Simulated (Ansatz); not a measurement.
Calculated with Ansatz (gas phase, PBE0-D4/def2-TZVP geometries, no zero-point term in ΔE). CCSD(T)/CBS is the MP2 limit (def2-TZVPP, def2-QZVPP) plus CCSD(T) − MP2 in def2-TZVPP, frozen cores. Each species was taken in one conformer, which may not be the lowest.

Consider the isomerisation: `FCC=C(F)F` → `C=CC(F)(F)F`.

```tsv
level	ΔE (kJ/mol)
CCSD(T)/def2-SVP	-83.6
MP2/CBS(def2)	-69.2
```

Problem. What does CCSD(T)/CBS give? (An estimate is asked.)

Solution. Computed: -70.8 kJ/mol. The listed levels differ from it by -12.8, 1.6 kJ/mol.

Largest T1 diagnostic among the species: 0.012.

In def2-TZVPP, CCSD(T) changes the Hartree–Fock value by +4.9 kJ/mol (the triples alone add +0.3 kJ/mol) and MP2 by +6.5 kJ/mol. From r2SCAN to r2SCAN0 (25 % exact exchange), in def2-TZVPP and without D4, ΔE moves by −3.2 kJ/mol. Leaving LDA and LC-ωPBE aside and taking each functional with its dispersion term where it has one, the values, not all of them listed here, spread over 14.6 kJ/mol, from ωB97M-V to PBE-D4. LDA lies −5.0 kJ/mol from PBE without D4.
